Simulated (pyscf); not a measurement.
Optimised with ωB97X-D3(BJ)/def2-SVP in PySCF.

Estimate by transition-state theory the rate constant of PH₃ (SMILES P) + HO–GaH₂ (SMILES [OH][GaH2]) → HO–GaH–PH₂ (SMILES [OH][GaH][PH2]) + H₂ (SMILES [H][H]) (singlet surface; H–P, Ga–H broken, Ga–P, H–H formed) at 900 K, with ωB97M-D3(BJ)/def2-TZVP energies (ideal gas, 1 atm, RRHO with modes under 100 cm⁻¹ raised to 100, one conformer, R ln 2 for chiral ones without a mode under 150 cm⁻¹; no tunnelling).

The electronic barrier is 37.0 kcal/mol and the thermal terms add +27.7, so ΔG‡ = 64.7 kcal/mol. With k_BT/h = 1.88e+13 s⁻¹ and RT = 1.788 kcal/mol, and a volume of 1.23e-19 cm³ per molecule at 1 atm, k = 4.4e-22 cm³ molecule⁻¹ s⁻¹. Wigner's tunnelling factor for 1476i cm⁻¹ would be 1.23. A shift of 1 kcal/mol in the barrier changes k by a factor 1.7. On the reactant side the descent ends in an adduct with a Ga–P contact, 13.2 kcal/mol under the separated species and 45.0 kcal/mol under the saddle at ωB97X-D3(BJ)/def2-TZVP. What is counted as formed (Ga–P) is already present as a longer contact in the reactant adduct; forming that adduct is a step of its own. At ωB97X-D3(BJ)/def2-TZVP the barrier from the zero used here is 31.8 kcal/mol. One saddle was located; it need not be the lowest between these sides. Elements up to Kr have no core potential and no relativistic terms here.
